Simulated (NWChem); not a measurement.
System: Li anion

Parts of the log:

```
             Northwest Computational Chemistry Package (NWChem) 7.3.0
             --------------------------------------------------------

                             Geometry "geometry" -> ""
                             -------------------------

 Output coordinates in angstroms (scale by  1.889725989 to convert to a.u.)

  No.       Tag          Charge          X              Y              Z
 ---- ---------------- ---------- -------------- -------------- --------------
    1 Li                   3.0000     0.00000000     0.00000000     0.00000000

 Effective nuclear repulsion energy (a.u.)       0.0000000000

                                 NWChem DFT Module
                                 -----------------

 Summary of "ao basis" -> "ao basis" (spherical)
 ------------------------------------------------------------------------------
       Tag                 Description            Shells   Functions and Types
 ---------------- ------------------------------  ------  ---------------------
 Li                         cc-pvtz                 10       30   4s3p2d1f

            General Information
            -------------------
          SCF calculation type: DFT
          Wavefunction type:  closed shell.
          No. of atoms     :     1
          No. of electrons :     4
           Alpha electrons :     2
            Beta electrons :     2
          Charge           :    -1
          Spin multiplicity:     1
          Use of symmetry is: off; symmetry adaption is: off
          Maximum number of iterations: 150
          AO basis - number of functions:    30
                     number of shells:    10
          Convergence on energy requested:  1.00D-06
          Convergence on density requested:  1.00D-05
          Convergence on gradient requested:  5.00D-04

              XC Information
              --------------
                         PBE0 Method XC Functional
                     Hartree-Fock (Exact) Exchange  0.250
          PerdewBurkeErnzerhof Exchange Functional  0.750
            Perdew 1991 LDA Correlation Functional  1.000 local
           PerdewBurkeErnz. Correlation Functional  1.000 non-local

             Grid Information
             ----------------
          Grid used for XC integration:  medium
          Radial quadrature: Mura-Knowles
          Angular quadrature: Lebedev.
          Tag              B.-S. Rad. Rad. Pts. Rad. Cut. Ang. Pts.
          ---              ---------- --------- --------- ---------
          Li                  1.45       49          12.0       434
          Grid pruning is: on
          Number of quadrature shells:    49
          Spatial weights used:  Erf1

      Superposition of Atomic Density Guess
      -------------------------------------

 Sum of atomic energies:          -7.43267880

 Renormalizing density from       3.00 to      4

      Non-variational initial energy
      ------------------------------

 Total energy =      -8.792464
 1-e energy   =     -12.951465
 2-e energy   =       4.159001
 HOMO         =       0.120873
 LUMO         =       0.165133

     ---------------------------------------------
      Total Density - Mulliken Population Analysis
     ---------------------------------------------

    Atom       Charge   Shell Charges
 -----------   ------   -------------------------------------------------------
    1 Li   3     4.00   1.69  0.29 -0.38  2.40  0.00 -0.00  0.00 -0.00  0.00  0.00

   convergence    iter        energy       DeltaE   RMS-Dens  Diis-err
 ---------------- ----- ----------------- --------- --------- ---------
 d= 0,ls=0.0,diis     1     -7.4565863400 -7.46D+00  6.78D-02  1.76D-01
 d= 0,ls=0.0,diis     2     -7.4787383631 -2.22D-02  5.96D-03  6.10D-03
 d= 0,ls=0.0,diis     3     -7.4792105481 -4.72D-04  2.15D-04  2.68D-06
 d= 0,ls=0.0,diis     4     -7.4792109507 -4.03D-07  2.12D-05  2.06D-08
 d= 0,ls=0.0,diis     5     -7.4792109546 -3.94D-09  1.30D-07  1.31D-12

         Total DFT energy =       -7.479210954647
      One electron energy =      -10.297794132719
           Coulomb energy =        4.730016601499
    Exchange-Corr. energy =       -1.911433423427
 Nuclear repulsion energy =        0.000000000000

 Numeric. integr. density =        4.000000008139

                       DFT Final Molecular Orbital Analysis
                       ------------------------------------

 Vector    1  Occ=2.000000D+00  E=-1.845306D+00
              MO Center=  4.4D-18, -2.7D-18, -1.1D-17, r^2= 1.3D-01
   Bfn.  Coefficient  Atom+Function         Bfn.  Coefficient  Atom+Function
  ----- ------------  ---------------      ----- ------------  ---------------
     1      0.989871  1 Li s

 Vector    2  Occ=2.000000D+00  E= 3.528047D-02
              MO Center=  3.2D-15, -1.4D-15, -1.5D-16, r^2= 7.2D+00
   Bfn.  Coefficient  Atom+Function         Bfn.  Coefficient  Atom+Function
  ----- ------------  ---------------      ----- ------------  ---------------
     4      0.942775  1 Li s                  2      0.136301  1 Li s
     3      0.094987  1 Li s                  1     -0.055808  1 Li s

 Vector    3  Occ=0.000000D+00  E= 1.047019D-01
              MO Center= -1.2D-15, -5.7D-15,  2.9D-15, r^2= 1.7D+01
   Bfn.  Coefficient  Atom+Function         Bfn.  Coefficient  Atom+Function
  ----- ------------  ---------------      ----- ------------  ---------------
    12      0.772835  1 Li py                11      0.606078  1 Li px
    13      0.301514  1 Li pz                 6      0.083541  1 Li py
     5      0.065515  1 Li px                 9     -0.062249  1 Li py
     8     -0.048817  1 Li px                 7      0.032593  1 Li pz

 Vector    4  Occ=0.000000D+00  E= 1.047019D-01
              MO Center=  6.0D-16,  3.1D-16,  7.5D-16, r^2= 1.7D+01
   Bfn.  Coefficient  Atom+Function         Bfn.  Coefficient  Atom+Function
  ----- ------------  ---------------      ----- ------------  ---------------
    11      0.692134  1 Li px                12     -0.676935  1 Li py
    13      0.343838  1 Li pz                 5      0.074817  1 Li px
     6     -0.073174  1 Li py                 8     -0.055749  1 Li px
     9      0.054525  1 Li py                 7      0.037168  1 Li pz
    10     -0.027695  1 Li pz

 Vector    5  Occ=0.000000D+00  E= 1.047019D-01
              MO Center=  2.9D-15,  2.2D-15,  6.0D-15, r^2= 1.7D+01
   Bfn.  Coefficient  Atom+Function         Bfn.  Coefficient  Atom+Function
  ----- ------------  ---------------      ----- ------------  ---------------
    13      0.919989  1 Li pz                11     -0.457313  1 Li px
     7      0.099448  1 Li pz                10     -0.074102  1 Li pz
     5     -0.049434  1 Li px                 8      0.036835  1 Li px

     ---------------------------------------------
      Total Density - Mulliken Population Analysis
     ---------------------------------------------

    Atom       Charge   Shell Charges
 -----------   ------   -------------------------------------------------------
    1 Li   3     4.00   1.98 -0.00  0.17  1.85  0.00  0.00  0.00  0.00 -0.00  0.00

     -------------------------------------------
      Total Density - Lowdin Population Analysis
     -------------------------------------------

    Atom       Charge   Shell Charges
 -----------   ------   -------------------------------------------------------
    1 Li   3     4.00   1.19  0.80  0.53  1.48  0.00  0.00  0.00  0.00  0.00  0.00
```

Level: PBE0/cc-pVTZ. Sets without diffuse functions describe the anion's extra electron poorly. The highest occupied level is positive, so the extra electron may be held by the finite basis.

Question: Reconstruct the input file.

Answer: Several could match; the one computed here: the input that was run:
```
start job
memory heap 200 mb stack 900 mb global 1100 mb
charge -1
geometry units angstroms noautoz
  Li     0.000000     0.000000     0.000000
end
basis spherical
  Li library cc-pvtz
end
dft
  xc pbe0
  iterations 150
  mulliken
end
task dft energy
```
